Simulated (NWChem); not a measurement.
Species: phosphine (PH3); SMILES P

```xyz
4

P      0.0000     0.0000     0.1336
H      0.4028    -1.1193    -0.6421
H     -1.1707     0.2109    -0.6421
H      0.7680     0.9085    -0.6421
```
Atoms are numbered in this order, from 1.

The geometry was optimised at PBE0-D3(BJ)/def2-TZVP.

 States above −ε(HOMO) = 7.8 eV lie in this functional's continuum and hang on the basis.

Q: List the 6 lowest vertical singlet excitations from PBE0/def2-SVPD, TDA (NWChem).

A: 
| state | energy (eV) | oscillator strength | leading excitation (squared amplitude) |
|---|---|---|---|
| S1 | 7.27 | 0.150 | HOMO → LUMO (1.00) |
| S2 | 7.52 | 0.081 | HOMO → LUMO+1 (0.72) |
| S3 | 7.52 | 0.081 | HOMO → LUMO+2 (0.72) |
| S4 | 9.80 | 0.028 | HOMO → LUMO+3 (0.83) |
| S5 | 9.80 | 0.028 | HOMO → LUMO+4 (0.83) |
| S6 | 10.04 | 0.057 | HOMO → LUMO+5 (0.71) |
